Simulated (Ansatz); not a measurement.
Geometry optimisation, Ansatz, UKS PBE/6-31G*.

input.yaml

```yaml
crystal:
  periodic: [false, false, false]
  atoms:
    - { symbol: Si, position_ang: [0.00047, 7.0e-06, -0.400425] }
    - { symbol: H, position_ang: [-0.000193, -2.2e-05, 2.265695] }
    - { symbol: H, position_ang: [1.426748, 0.000194, -0.870008] }
    - { symbol: H, position_ang: [-0.712881, 1.235137, -0.86985] }
    - { symbol: H, position_ang: [-0.712552, -1.235318, -0.869836] }
    - { symbol: C, position_ang: [-6.3e-05, -2.4e-05, 3.375119] }
    - { symbol: H, position_ang: [-0.561705, -0.874321, 3.737482] }
    - { symbol: H, position_ang: [1.037998, -0.049321, 3.737254] }
    - { symbol: H, position_ang: [-0.476321, 0.923568, 3.737469] }
magnetization:
  spin_polarized: true
  initial_magnetization: 1
basis:
  gaussian: { orbitals: "6-31G*" }
hamiltonian:
  xc: pbe
relax:
  f_tol: 0.03
  max_steps: 50
output:
  orbitals: {}
```

Launched with:

```bash
$ ansatz run input.yaml --threads 1 --pin off --max-ram 2048MiB --backend cpu --events-out ev --progress --plain --runs-dir out
```

Question: Where does it end, and by what steps?

Answer: It converged. The force dipped under the threshold on the way, but the program's further checks kept it going. After 4 steps the energy has fallen by 0.042 eV; Si1 moved furthest, 0.41 Å.

| step | energy less start (eV) | largest force component (eV/Å) | accepted |
| --- | --- | --- | --- |
| 0 | 0.0000 | 0.170 | yes |
| 1 | -0.0314 | 0.152 | yes |
| 2 | -0.0387 | 0.036 | yes |
| 3 | -0.0411 | 0.025 | yes |
| 4 | -0.0416 | 0.020 | yes |

```xyz
9
Properties=species:S:1:pos:R:3
Si 0.001 0.000 -0.815
H -0.001 0.000 2.595
H 1.429 0.000 -1.275
H -0.714 1.237 -1.275
H -0.714 -1.237 -1.275
C 0.000 0.000 3.697
H -0.561 -0.873 4.064
H 1.036 -0.049 4.063
H -0.475 0.922 4.064
```

Time of the run: 9 s on 1 thread of Arm Neoverse V2, with other jobs on the host, peak memory 0.12 GiB.
